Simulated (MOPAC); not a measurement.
MOPAC input (PM3):

```
PM3 1SCF GEO-OK AUX(PRECISION=9) THREADS=1
C5H8

C     0.00000000 1   -0.00000000 1    0.00000000 1
C    -0.00417723 1    0.75450823 1    1.26976351 1
C    -0.00404543 1   -0.77165127 1    1.25941949 1
C     0.76720458 1    0.00862060 1   -1.26211027 1
C    -0.75898192 1    0.00852243 1   -1.26707274 1
H    -0.91665785 1    1.25361755 1    1.57173539 1
H     0.90625614 1    1.25373480 1    1.57766269 1
H    -0.91643948 1   -1.27496555 1    1.55459713 1
H     0.90647452 1   -1.27484830 1    1.56052443 1
H     1.26948429 1   -0.90074418 1   -1.56819650 1
H     1.26932686 1    0.92213758 1   -1.55584135 1
H    -1.25914353 1   -0.90090683 1   -1.57641846 1
H    -1.25930095 1    0.92197493 1   -1.56406331 1
```

Output:

```
 *******************************************************************************
 **                                                                           **
 **                              MOPAC v23.2.5                                **
 **                                                                           **
 *******************************************************************************
 ** MOPAC's Digital Object Identifier: https://doi.org/10.5281/zenodo.6511958 **
 **                                                                           **
 ** Please cite the open-source release paper for use of this MOPAC version:  **
 ** J. E. Moussa and J. J. P. Stewart (2026)                                  **
 ** MOPAC: An open-source semiempirical molecular orbital program             **
 ** J. Open Source Softw., 11(119), 8025, https://doi.org/10.21105/joss.08025 **
 *******************************************************************************

                              PM3 CALCULATION RESULTS

 *******************************************************************************
 *  PM3        - The PM3 Hamiltonian to be used
 *  GEO-OK     - OVERRIDE INTERATOMIC DISTANCE AND OTHER SAFETY CHECKS
 *  1SCF       - DO 1 SCF AND THEN STOP
 *  AUX        - OUTPUT AUXILIARY INFORMATION
 *******************************************************************************
PM3 1SCF GEO-OK AUX(PRECISION=9) THREADS=1
 C5H8

   ATOM   CHEMICAL          X               Y               Z
  NUMBER   SYMBOL      (ANGSTROMS)     (ANGSTROMS)     (ANGSTROMS)

     1       C          0.00000000  *  -0.00000000  *   0.00000000  *
     2       C         -0.00417723  *   0.75450823  *   1.26976351  *
     3       C         -0.00404543  *  -0.77165127  *   1.25941949  *
     4       C          0.76720458  *   0.00862060  *  -1.26211027  *
     5       C         -0.75898192  *   0.00852243  *  -1.26707274  *
     6       H         -0.91665785  *   1.25361755  *   1.57173539  *
     7       H          0.90625614  *   1.25373480  *   1.57766269  *
     8       H         -0.91643948  *  -1.27496555  *   1.55459713  *
     9       H          0.90647452  *  -1.27484830  *   1.56052443  *
    10       H          1.26948429  *  -0.90074418  *  -1.56819650  *
    11       H          1.26932686  *   0.92213758  *  -1.55584135  *
    12       H         -1.25914353  *  -0.90090683  *  -1.57641846  *
    13       H         -1.25930095  *   0.92197493  *  -1.56406331  *

          CARTESIAN COORDINATES

    NO.       ATOM           X           Y           Z

     1         C          0.0000     -0.0000      0.0000
     2         C         -0.0042      0.7545      1.2698
     3         C         -0.0040     -0.7717      1.2594
     4         C          0.7672      0.0086     -1.2621
     5         C         -0.7590      0.0085     -1.2671
     6         H         -0.9167      1.2536      1.5717
     7         H          0.9063      1.2537      1.5777
     8         H         -0.9164     -1.2750      1.5546
     9         H          0.9065     -1.2748      1.5605
    10         H          1.2695     -0.9007     -1.5682
    11         H          1.2693      0.9221     -1.5558
    12         H         -1.2591     -0.9009     -1.5764
    13         H         -1.2593      0.9220     -1.5641

  H: (PM3): J. J. P. STEWART, J. COMP. CHEM. 10, 209 (1989).
  C: (PM3): J. J. P. STEWART, J. COMP. CHEM. 10, 209 (1989).

           Empirical Formula: C5 H8  =    13 atoms

      MOLECULAR POINT GROUP   :   D2d

      RHF CALCULATION, NO. OF DOUBLY OCCUPIED LEVELS = 14

 -------------------------------------------------------------------------------
 PM3 1SCF GEO-OK AUX(PRECISION=9) THREADS=1
 C5H8

     1SCF WAS SPECIFIED, SO BFGS WAS NOT USED
     SCF FIELD WAS ACHIEVED

                              PM3 CALCULATION
                                                       MOPAC v23.2.5 Linux

          FINAL HEAT OF FORMATION =         44.85331 KCAL/MOL =     187.66626 KJ/MOL

          COSMO AREA              =        119.25 SQUARE ANGSTROMS
          COSMO VOLUME            =        105.92 CUBIC ANGSTROMS

          IONIZATION POTENTIAL    =         11.178387 EV
          HOMO LUMO ENERGIES (EV) =        -11.178  2.844
          NO. OF FILLED LEVELS    =         14
          MOLECULAR WEIGHT        =         68.1182         POINT GROUP:  D2d

          MOLECULAR DIMENSIONS (Angstroms)

            Atom       Atom       Distance
            H    13    H     9     4.39086
            H    10    H     6     4.39016
            H    11    H    12     3.07702

          SCF CALCULATIONS        =          1

   ATOM   CHEMICAL          X               Y               Z
  NUMBER   SYMBOL      (ANGSTROMS)     (ANGSTROMS)     (ANGSTROMS)

     1       C          0.00000000  *  -0.00000000  *   0.00000000  *
     2       C         -0.00417723  *   0.75450823  *   1.26976351  *
     3       C         -0.00404543  *  -0.77165127  *   1.25941949  *
     4       C          0.76720458  *   0.00862060  *  -1.26211027  *
     5       C         -0.75898192  *   0.00852243  *  -1.26707274  *
     6       H         -0.91665785  *   1.25361755  *   1.57173539  *
     7       H          0.90625614  *   1.25373480  *   1.57766269  *
     8       H         -0.91643948  *  -1.27496555  *   1.55459713  *
     9       H          0.90647452  *  -1.27484830  *   1.56052443  *
    10       H          1.26948429  *  -0.90074418  *  -1.56819650  *
    11       H          1.26932686  *   0.92213758  *  -1.55584135  *
    12       H         -1.25914353  *  -0.90090683  *  -1.57641846  *
    13       H         -1.25930095  *   0.92197493  *  -1.56406331  *

                             CARTESIAN COORDINATES

   1    C        0.000000000    -0.000000000     0.000000000
   2    C       -0.004177230     0.754508230     1.269763510
   3    C       -0.004045430    -0.771651270     1.259419490
   4    C        0.767204580     0.008620600    -1.262110270
   5    C       -0.758981920     0.008522430    -1.267072740
   6    H       -0.916657850     1.253617550     1.571735390
   7    H        0.906256140     1.253734800     1.577662690
   8    H       -0.916439480    -1.274965550     1.554597130
   9    H        0.906474520    -1.274848300     1.560524430
  10    H        1.269484290    -0.900744180    -1.568196500
  11    H        1.269326860     0.922137580    -1.555841350
  12    H       -1.259143530    -0.900906830    -1.576418460
  13    H       -1.259300950     0.921974930    -1.564063310

           Empirical Formula: C5 H8  =    13 atoms

      MOLECULAR POINT GROUP   :   D2d

                  EIGENVALUES
 -40.58156 -32.21444 -22.39315 -22.39315 -19.24356 -17.16507 -16.24655 -16.24655
 -12.98539 -12.72127 -12.38521 -11.40845 -11.40845 -11.17839   2.84395   2.84395
   2.88856   3.33855   3.33855   3.87125   4.23332   4.49534   4.49534   4.93768
   4.93768   5.04724   5.09861   5.10520

              NET ATOMIC CHARGES AND DIPOLE CONTRIBUTIONS

  ATOM NO.   TYPE          CHARGE      No. of ELECS.   s-Pop       p-Pop
    1          C          -0.192905        4.1929     1.16803     3.02487
    2          C          -0.111060        4.1111     1.15499     2.95607
    3          C          -0.111060        4.1111     1.15499     2.95607
    4          C          -0.111060        4.1111     1.15499     2.95607
    5          C          -0.111060        4.1111     1.15499     2.95607
    6          H           0.079643        0.9204     0.92036
    7          H           0.079643        0.9204     0.92036
    8          H           0.079643        0.9204     0.92036
    9          H           0.079643        0.9204     0.92036
   10          H           0.079643        0.9204     0.92036
   11          H           0.079643        0.9204     0.92036
   12          H           0.079643        0.9204     0.92036
   13          H           0.079643        0.9204     0.92036
 DIPOLE           X         Y         Z       TOTAL
 POINT-CHG.    -0.000    -0.000    -0.000     0.000
 HYBRID         0.000     0.000     0.000     0.000
 SUM            0.000     0.000     0.000     0.000

          ATOMIC ORBITAL ELECTRON POPULATIONS

     Atom    s        px        py        pz
    1  C   1.16803   1.06961   1.06961   0.88566
    2  C   1.15499   1.02095   0.94910   0.98602
    3  C   1.15499   1.02095   0.94745   0.98767
    4  C   1.15499   0.94788   1.02095   0.98724
    5  C   1.15499   0.94867   1.02095   0.98645
    6  H   0.92036
    7  H   0.92036
    8  H   0.92036
    9  H   0.92036
   10  H   0.92036
   11  H   0.92036
   12  H   0.92036
   13  H   0.92036

 **********************
 *                    *
 * JOB ENDED NORMALLY *
 *                    *
 **********************

 == MOPAC DONE ==
```

The geometry given is a B3LYP-D3(BJ)/def2-TZVP minimum.
